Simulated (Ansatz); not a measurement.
C3H6, SMILES `C=CC` (charge 0, multiplicity 1).

Z-matrix (Å, degrees):
```
C
C 1 1.3254
H 2 1.0838 1 121.65
H 2 1.0860 3 117.01 1 -180.00
H 1 1.0886 2 118.77 3 0.00
C 1 1.4897 5 116.16 2 180.00
H 6 1.0917 1 111.44 5 -180.00
H 6 1.0946 7 108.30 1 -122.40
H 6 1.0946 7 108.30 8 -115.20
```
Charge 0, multiplicity 1.

Frozen-core energies in 6-31g from Ansatz (a quantum-chemistry and plane-wave program) at a geometry from PBE0-D3(BJ)/def2-TZVP; the HF reference has <S^2> = 0.00 (restricted, and unstable towards unrestricted orbitals) and the T1 diagnostic is 0.008.

| level | energy (Ha) |
|---|---|
| HF | -117.02776 |
| MP2 | -117.29709 |
| CCSD | -117.33549 |

Problem. Estimate the energies of CCSD(T), CCSDT and CCSDT(Q), and give each level's difference from CCSDT(Q).

Solution. 
```json
[
 {"level": "MP2", "energy (Ha)": "-117.29709", "difference from CCSDT(Q) (mHa)": "47.12"},
 {"level": "CCSD", "energy (Ha)": "-117.33549", "difference from CCSDT(Q) (mHa)": "8.73"},
 {"level": "CCSD(T)", "energy (Ha)": "-117.34319", "difference from CCSDT(Q) (mHa)": "1.03"},
 {"level": "CCSDT", "energy (Ha)": "-117.34369", "difference from CCSDT(Q) (mHa)": "0.52"},
 {"level": "CCSDT(Q)", "energy (Ha)": "-117.34421", "difference from CCSDT(Q) (mHa)": "0.00"}
]
```
